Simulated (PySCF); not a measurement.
Geometry:
| atom | x (Å) | y (Å) | z (Å) |
| --- | --- | --- | --- |
| O1 | -1.265 | -0.947 | 0.237 |
| C2 | 0.097 | -0.729 | 0.042 |
| C3 | 0.403 | 0.690 | -0.383 |
| Cl4 | -0.124 | 1.838 | 0.894 |
| H5 | -1.565 | -0.278 | 0.867 |
| H6 | 0.430 | -1.406 | -0.763 |
| H7 | 0.698 | -0.973 | 0.941 |
| H8 | 1.478 | 0.848 | -0.544 |
| H9 | -0.151 | 0.957 | -1.293 |

Geometry: PBE0-D3(BJ)/def2-SVP; GIAO absolute shieldings from PySCF 2.14, gas phase, non-relativistic, averaged over equivalent atoms.

At PBE0/pcSseg-1 (100 basis functions, 4.8 s wall time on 1 thread of an Arm Neoverse V2, shared host):
| atoms | σ (ppm) |
| --- | --- |
| O1 | 306.1 |
| C2 | 120.3 |
| C3 | 128.6 |
| Cl4 | 898.9 |
| H6/H7 | 27.64 |
| H8/H9 | 27.71 |
| H5 | 29.88 |

Task: Predict the values at KT2/pcSseg-2 on the same geometry.

Result: 
| atoms | σ at KT2/pcSseg-2 | change |
| --- | --- | --- |
| O1 | 289.8 | -16.3 |
| C2 | 114.0 | -6.3 |
| C3 | 124.5 | -4.1 |
| Cl4 | 881.2 | -17.7 |
| H6/H7 | 27.39 | -0.25 |
| H8/H9 | 27.38 | -0.33 |
| H5 | 29.53 | -0.35 |

The largest change is at Cl4 (chlorine bonded to C). Cost: 221 basis functions, 20 s wall time on 1 thread of an Arm Neoverse V2, shared host.

Carbons that carry Cl, above all several Cl atoms, come out too deshielded, partly because spin–orbit coupling is missing.
